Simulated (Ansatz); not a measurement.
The input, for Ansatz 0.2.0:

```yaml
crystal:
  periodic: [false, false, false]
  atoms:
    - {symbol: C, position_ang: [0.000000, -1.167235, -0.918730]}
    - {symbol: Ge, position_ang: [0.000000, 0.051595, 0.777104]}
    - {symbol: Si, position_ang: [0.000000, 0.446300, -1.580923]}
    - {symbol: H, position_ang: [0.000000, -2.245258, -1.005219]}
basis:
  gaussian: {orbitals: cc-pVDZ}
magnetization: {spin_polarized: true, initial_magnetization: 3}
correlation: {method: mp2, electrons: outside_noble_gas}
scf: {lower_state_search: off}
output: {forces: true}
```

```sh
$ ansatz run in.yaml --threads 1 --pin off --events-out ev --progress --plain --max-ram 2393MiB
```

Output:

```
these checks for a lower state are left out or cut short: starts, cluster_reference, orbital_swaps, neighbouring_geometries, increment
691 factors; integrals over basis functions are off by at most 6.2e-4 eV
mean field evaluation 1: about -65374.0652 eV, gradient 1.8e1 eV
mean field evaluation 2: about -65374.0720 eV, gradient 1.8e1 eV
mean field evaluation 4: about -65376.5751 eV, gradient 2.8e0 eV
mean field evaluation 8: about -65377.0389 eV, gradient 3.5e-1 eV
mean field evaluation 16: about -65377.0528 eV, gradient 4.5e-6 eV
mean field -65377.05284628 eV, -2402.5623779426 hartree, gradient 4.5e-6 eV, S^2 4.015448; 0 other end points of the search recorded, 0 dependent functions left out
20 core orbitals not correlated: weight in the atoms' cores, before any rotation towards them, 0.999 or more for the frozen orbitals, at most 0.000 for the correlated occupied ones
reference -65377.05284628 eV, -2402.5623779426 hartree; 8, 5 occupied and 36, 39 virtual orbitals, 691 factors
second order -6.74982047 eV of doubles, -0.00000000 eV of singles
the calculation of the forces begins
Total energy: -65383.80266675 eV, -2402.8104292697 hartree
Atom 0 at     0.000000    -1.167235    -0.918730 Å, force     0.000000     1.475320    -0.271985 eV/Å
Atom 1 at     0.000000     0.051595     0.777104 Å, force    -0.000000    -0.307516     0.204198 eV/Å
Atom 2 at     0.000000     0.446300    -1.580923 Å, force     0.000000    -0.725086    -0.066454 eV/Å
Atom 3 at     0.000000    -2.245258    -1.005219 Å, force    -0.000000    -0.442717     0.134241 eV/Å
Dipole moment:    -0.000000     0.044372    -0.105254 e Å
Checks for a lower state left out: starts, cluster_reference, orbital_swaps, neighbouring_geometries, increment
```

Forces (eV/Å):
```
C    0.000  1.475 -0.272
Ge   0.000 -0.308  0.204
Si   0.000 -0.725 -0.066
H    0.000 -0.443  0.134
```

Ran on 1 thread of Intel Xeon Platinum 8488C, shared host: 3.1 s wall, 0.19 GiB peak host memory.
